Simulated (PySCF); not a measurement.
C4H6Cl2.
SMILES with atom numbers: `[CH3:1]/[CH:2]=[CH:3]/[CH:4]([Cl:5])[Cl:6]` (hydrogens: H7, H8, H9 on C1; H10 on C2; H11 on C3; H12 on C4)

Cartesian coordinates in Å at the PBE0-D3(BJ)/def2-SVP level; atoms count from 1:
```xyz
12
C4H6Cl2 angstrom
C      1.8541    0.6380   -0.3990
C      0.5292   -0.0377   -0.4768
C     -0.4404    0.0628    0.4370
C     -1.7411   -0.6370    0.3094
Cl    -3.0884    0.5380    0.2701
Cl    -1.9744   -1.7847    1.6637
H      2.6709   -0.1027   -0.3813
H      1.9400    1.2671    0.4982
H      2.0256    1.2714   -1.2848
H      0.3502   -0.6670   -1.3588
H     -0.3177    0.6768    1.3359
H     -1.8079   -1.2250   -0.6136
```

Theory: core-valence-separated Tamm–Dancoff BHandHLYP/aug-pcX-1 (pcseg-1 on H, def2-SVPD on Cl) in PySCF, non-relativistic, gas phase, PBE0-D3(BJ)/def2-SVP geometry. BHandHLYP without relativity tends to put these K edges a few eV too low, so spacings mean more than positions.

The lowest roots of each edge with f over 0.003 (five at most, numbered afresh; weaker and dark ones are left out), with transition dipoles (au) in the frame of the coordinates:

| root | edge | E (eV) | f | μx | μy | μz |
| --- | --- | --- | --- | --- | --- | --- |
| 1 | C | 282.70 | 0.0646 | -0.0363 | 0.0763 | -0.0468 |
| 2 | C | 282.93 | 0.0555 | -0.0337 | 0.0706 | -0.0434 |
| 3 | C | 285.66 | 0.0083 | -0.0318 | -0.0122 | 0.0049 |
| 4 | C | 286.11 | 0.0140 | 0.0234 | 0.0274 | 0.0264 |
| 5 | C | 286.22 | 0.0184 | -0.0113 | -0.0300 | -0.0399 |

**Question.** Molecules are fixed in this frame and the field points along (1, 1, 0)/√2. What effective strengths 3 f cos²θ do the roots have (θ between field and μ)?

**Answer.** root 1 (C2): 0.017, root 2 (C3): 0.014, root 3 (C1): 0.020, root 4 (C3): 0.027, root 5 (C2): 0.018. Root 4 is the strongest. Averaged over all orientations cos²θ is 1/3, which gives f back.

One conformer stands for the species.
